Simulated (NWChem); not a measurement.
The numbers come from NWChem runs, not from measurements. System: hydrogen isocyanide (CHN), charge 0, spin multiplicity 1, at a geometry optimised with PBE/def2-SVP. Level: PBE/Sadlej pVTZ.

Output (cleaned and shortened):

```
             Northwest Computational Chemistry Package (NWChem) 7.3.0
             --------------------------------------------------------

                                NWChem Input Module
                                -------------------

 Scaling coordinates for geometry "geometry" by  1.889725989
 (inverse scale =  0.529177249)

 Turning off AUTOSYM since
 SYMMETRY directive was detected!

                             Geometry "geometry" -> ""
                             -------------------------

 Output coordinates in angstroms (scale by  1.889725989 to convert to a.u.)

  No.       Tag          Charge          X              Y              Z
 ---- ---------------- ---------- -------------- -------------- --------------
    1 C                    6.0000     0.00000000     0.00000000     0.74899700
    2 N                    7.0000     0.00000000     0.00000000    -0.43518600
    3 H                    1.0000     0.00000000     0.00000000    -1.44767900

 Effective nuclear repulsion energy (a.u.)      23.8725185715

            Nuclear Dipole moment (a.u.)
            ----------------------------
        X                 Y               Z
 ---------------- ---------------- ----------------
     0.0000000000     0.0000000000     0.0000018897

      Symmetry information
      --------------------

 Group name             C2v
 Group number             16
 Group order               4
 No. of unique centers     3

      Symmetry unique atoms

     1    2    3


 Summary of "ao basis" -> "" (spherical)
 ------------------------------------------------------------------------------
       Tag                 Description            Shells   Functions and Types
 ---------------- ------------------------------  ------  ---------------------
 *                        sadlej_pvtz                 on all atoms

  pbe96 is a nonlocal functional; adding pw91lda local functional.
                              NWChem Property Module
                              ----------------------

                                 NWChem DFT Module
                                 -----------------

 Summary of "ao basis" -> "ao basis" (spherical)
 ------------------------------------------------------------------------------
       Tag                 Description            Shells   Functions and Types
 ---------------- ------------------------------  ------  ---------------------
 C                        sadlej pvtz               10       24   5s3p2d
 N                        sadlej pvtz               10       24   5s3p2d
 H                        sadlej pvtz                5        9   3s2p

 Summary of "ao basis" -> "ao basis" (spherical)
 ------------------------------------------------------------------------------
       Tag                 Description            Shells   Functions and Types
 ---------------- ------------------------------  ------  ---------------------
 C                        sadlej pvtz               10       24   5s3p2d
 N                        sadlej pvtz               10       24   5s3p2d
 H                        sadlej pvtz                5        9   3s2p

            General Information
            -------------------
          SCF calculation type: DFT
          Wavefunction type:  closed shell.
          No. of atoms     :     3
          No. of electrons :    14
           Alpha electrons :     7
            Beta electrons :     7
          Charge           :     0
          Spin multiplicity:     1
          Use of symmetry is: off; symmetry adaption is: off
          Maximum number of iterations: 100
          AO basis - number of functions:    57
                     number of shells:    25
          Convergence on energy requested:  1.00D-06
          Convergence on density requested:  1.00D-05
          Convergence on gradient requested:  5.00D-04

              XC Information
              --------------
          PerdewBurkeErnzerhof Exchange Functional  1.000
            Perdew 1991 LDA Correlation Functional  1.000 local
           PerdewBurkeErnz. Correlation Functional  1.000 non-local

             Grid Information
             ----------------
          Grid used for XC integration:  medium
[...]
    33      0.146515  2 N  px                34      0.146526  2 N  py
     9      0.071393  1 C  px                10      0.071398  1 C  py
    36      0.047915  2 N  px                37      0.047918  2 N  py

 Vector    7  Occ=2.000000D+00  E=-2.816161D-01
              MO Center=  2.2D-09,  2.2D-09,  1.1D+00, r^2= 1.0D+00
   Bfn.  Coefficient  Atom+Function         Bfn.  Coefficient  Atom+Function
  ----- ------------  ---------------      ----- ------------  ---------------
     8      0.492526  1 C  pz                 3      0.352500  1 C  s
    11      0.222964  1 C  pz                50      0.211791  3 H  s
    32     -0.198282  2 N  pz                 4      0.179863  1 C  s
    35      0.176294  2 N  pz                 2     -0.159132  1 C  s
    27     -0.146887  2 N  s                 49      0.123482  3 H  s

 Vector    8  Occ=0.000000D+00  E=-3.939721D-02
              MO Center= -2.3D-11, -2.1D-11,  3.8D-01, r^2= 2.2D+00
   Bfn.  Coefficient  Atom+Function         Bfn.  Coefficient  Atom+Function
  ----- ------------  ---------------      ----- ------------  ---------------
     6      0.433403  1 C  px                 7     -0.433451  1 C  py
    30     -0.300381  2 N  px                31      0.300414  2 N  py
     9      0.280809  1 C  px                10     -0.280840  1 C  py
    33     -0.193551  2 N  px                34      0.193573  2 N  py
    12      0.164189  1 C  px                13     -0.164207  1 C  py

 Vector    9  Occ=0.000000D+00  E=-3.939721D-02
              MO Center= -4.2D-09, -4.2D-09,  3.8D-01, r^2= 2.2D+00
   Bfn.  Coefficient  Atom+Function         Bfn.  Coefficient  Atom+Function
  ----- ------------  ---------------      ----- ------------  ---------------
     6      0.433451  1 C  px                 7      0.433403  1 C  py
    30     -0.300414  2 N  px                31     -0.300381  2 N  py
     9      0.280840  1 C  px                10      0.280809  1 C  py
    33     -0.193573  2 N  px                34     -0.193551  2 N  py
    12      0.164207  1 C  px                13      0.164189  1 C  py

 Vector   10  Occ=0.000000D+00  E=-2.656276D-02
              MO Center=  6.2D-09,  6.2D-09, -2.2D+00, r^2= 5.5D+00
   Bfn.  Coefficient  Atom+Function         Bfn.  Coefficient  Atom+Function
  ----- ------------  ---------------      ----- ------------  ---------------
    51      1.626178  3 H  s                  5     -1.283876  1 C  s
    38      0.577500  2 N  pz                50      0.560373  3 H  s
    28     -0.322678  2 N  s                 14      0.246837  1 C  pz
    32      0.206483  2 N  pz                27     -0.165321  2 N  s
     8     -0.133115  1 C  pz                49      0.126614  3 H  s

 center of mass
 --------------
 x =   0.00000000 y =   0.00000000 z =   0.10039611

 moments of inertia (a.u.)
 ------------------
          40.781164311007           0.000000000000           0.000000000000
           0.000000000000          40.781164311007           0.000000000000
           0.000000000000           0.000000000000           0.000000000000

     Multipole analysis of the density
     ---------------------------------

     L   x y z        total         alpha         beta         nuclear
     -   - - -        -----         -----         ----         -------
     0   0 0 0     -0.000000     -7.000000     -7.000000     14.000000

     1   1 0 0      0.000000      0.000000      0.000000      0.000000
     1   0 1 0      0.000000      0.000000      0.000000      0.000000
     1   0 0 1     -1.207585     -0.603794     -0.603794      0.000002

     2   2 0 0     -9.065140     -4.532570     -4.532570      0.000000
     2   1 1 0     -0.000000     -0.000000     -0.000000      0.000000
     2   1 0 1     -0.000000     -0.000000     -0.000000      0.000000
     2   0 2 0     -9.065140     -4.532570     -4.532570      0.000000
     2   0 1 1     -0.000000     -0.000000     -0.000000      0.000000
     2   0 0 2     -7.880405    -16.059433    -16.059433     24.238462

 *** CALLING NEW AORESP DRIVER FOR CLOSED AND OPEN SHELLS ***
 Entering AOResponse driver routine

--------------------------------------------------------------------------------

          ****************
          *** RESPONSE ***
          ****************

 Response module for NWChem and dynamic CPKS solver

          -----------------------------------------------
          Solving response equations for perturbing field
          -----------------------------------------------

 number of frequencies:     1
 frequency in a.u.:  0.0000000E+00
 Perturbing field: electric
 Using El. Dipole Length Gauge

 Setting up CPKS with frequency omega =      0.00000000 a.u.

 STATIC response

                                NWChem CPHF Module
                                ------------------

  scftype          =     RHF
  nclosed          =        7
  nopen            =        0
  variables        =      350
  # of vectors     =        3
  tolerance        = 0.10D-03
  level shift      = 0.00D+00
  max iterations   =       50
  max subspace     =       30

  int2e_file: Failed to allocate cache ... halving
 SCF residual:    7.0980003370550888E-004

Iterative solution of linear equations
  No. of variables      350
  No. of equations        3
  Maximum subspace       30
        Iterations       50
       Convergence  1.0D-04

   iter   nsub   residual    time
   ----  ------  --------  ---------
     1      3    1.10D+01       4.1
     2      6    4.47D+00       6.4
     3      9    4.99D-01       8.6
     4     12    4.17D-02      11.0
     5     15    3.58D-03      13.0
     6     18    4.71D-04      15.2
     7     21    4.47D-05      17.5

 Electric Dipole Response Matrix (nonzero elements):

              1        2        3
    1   16.3920  -0.0000   0.0000
    2   -0.0000  16.3920   0.0000
    3    0.0000   0.0000  25.4020

 ------------------------------------------
 average:        19.39537 + I       0.00000

 DFT Linear Response polarizability / au
 Frequency  =       0.0000000 / au
 Wavelength = -999999.0000000 / nm
              X              Y              Z
 -----------------------------------------------
 X      16.3920460     -0.0000000      0.0000000
 Y      -0.0000000     16.3920460      0.0000000
 Z       0.0000000      0.0000000     25.4020083
 -----------------------------------------------
 Eigenvalues =      16.3920460     16.3920460     25.4020083
 Isotropic   =      19.3953668
 Anisotropic =       9.0099624
 -----------------------------------------------

 Magnetic Dipole Response Matrix (nonzero elements):
 Optical rotation tensor Beta

 *** static G'=0. Use GPRIME input with finite omega
 *** or better ORBETA without GPRIME for small or zero freq.

 zero matrix

 ------------------------------------------
 average:         0.00000 + I       0.00000

 Exiting AOResponse driver routine

          -------------
          Dipole Moment
          -------------

 Center of charge (in au) is the expansion point
         X =       0.0000000 Y =       0.0000000 Z =       0.0000001

   Dipole moment        1.2075851417 A.U.
             DMX        0.0000000009 DMXEFC        0.0000000000
             DMY        0.0000000009 DMYEFC        0.0000000000
             DMZ       -1.2075851417 DMZEFC        0.0000000000
   -EFC- dipole         0.0000000000 A.U.
   Total dipole         1.2075851417 A.U.

   Dipole moment        3.0693984690 Debye(s)
             DMX        0.0000000023 DMXEFC        0.0000000000
             DMY        0.0000000023 DMYEFC        0.0000000000
             DMZ       -3.0693984690 DMZEFC        0.0000000000
   -EFC- dipole         0.0000000000 DEBYE(S)
   Total dipole         3.0693984690 DEBYE(S)

 1 a.u. = 2.541766 Debyes

 Task  times  cpu:       17.5s     wall:       17.5s

 Total times  cpu:       17.5s     wall:       17.5s
```

### Question
Write an NWChem input that would produce this output.

### Answer
One answer among several that fit: 
```
start mol
memory heap 200 mb stack 900 mb global 1100 mb
geometry units angstroms nocenter noautoz
  C      0.000000     0.000000     0.748997
  N      0.000000     0.000000    -0.435186
  H      0.000000     0.000000    -1.447679
  symmetry group C2v
end
basis spherical
  * library sadlej_pvtz
end
dft
  xc xpbe96 cpbe96
  semidirect memsize 60000000 filesize 0
  iterations 100
end
property
  dipole
  response 1 0.0
end
task dft property
```
